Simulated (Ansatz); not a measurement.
Born–Oppenheimer molecular dynamics of AlH₅OS (8 atoms, charge 0, multiplicity 1). It starts at the highest image of a converged band, a first-order saddle point between two minima.

All numbers below come from Ansatz 0.2.0, RKS B3LYP/def2-SVP.

* ensemble: NVE (velocity Verlet)
* time step: 0.5 fs
* steps asked: 200
* starting velocities drawn for: 300 K
* seed: 6747

First frame:

```xyz
8
Properties=species:S:1:pos:R:3
Al 0.041 0.265 0.144
O -0.238 -0.131 1.921
H -0.951 -0.681 2.274
H 1.528 0.011 -0.331
H -1.247 0.038 -0.751
S -0.106 2.517 1.162
H 1.213 2.620 1.452
H -0.307 1.232 2.020
```

(1) What does the run give?

(2) What happens to the structure?

(3) How do temperature and energy run in time?

## Answers

(1) The run went to its last step.

```
steps done                                               : 200
time covered                                             : 100 fs
mean temperature over the second half                    : 531 K
spread of the potential energy over the second half      : 13.1 meV per atom
mean potential energy of the second half above the start : -22.5 meV per atom
```

The conserved energy stayed within 0.66 meV per atom of its start (net change -0.31 meV per atom), so the integration is sound. The kinetic energy rose, since the run started high on the potential surface and went downhill. A run of 0.1 ps of so small a system gives no equilibrium averages. The orbitals stay closed-shell, which can raise the energy where a bond breaks towards radicals; this wasn't checked here.

(2) Between its relaxed ends the band would form O2–H8 and break S6–H8. These pairs go: O2–H8 1.37 → 1.00 Å, S6–H8 1.56 → 3.51 Å. In the last frame they stand as after the step (other bonds may differ from the relaxed reactants and products). It ends as one piece, AlH5OS. Pairs count as bonded within 1.25 times the sum of covalent radii (0.12 Å more for H–H). Another seed would give other details.

(3) 
```csv
time (fs),T (K),potential energy less start (eV),conserved less start (meV/atom)
0,300,0.000,0.00
5,233,0.053,0.04
10,272,0.022,0.06
15,267,0.026,0.08
20,252,0.038,0.04
25,445,-0.116,-0.44
30,427,-0.099,-0.09
35,640,-0.266,-0.37
40,661,-0.282,-0.21
45,722,-0.329,-0.19
50,795,-0.387,-0.43
55,677,-0.294,-0.22
60,601,-0.237,-0.38
65,611,-0.246,-0.59
70,536,-0.183,-0.01
75,610,-0.241,-0.04
80,476,-0.134,0.21
85,471,-0.131,0.28
90,400,-0.077,0.10
95,541,-0.191,-0.58
100,438,-0.109,-0.31
```

Time of the run: 3.2 min on 1 thread of AMD EPYC 9R45 96-Core Processor (Zen 5), on a shared host, peak memory 0.17 GiB.
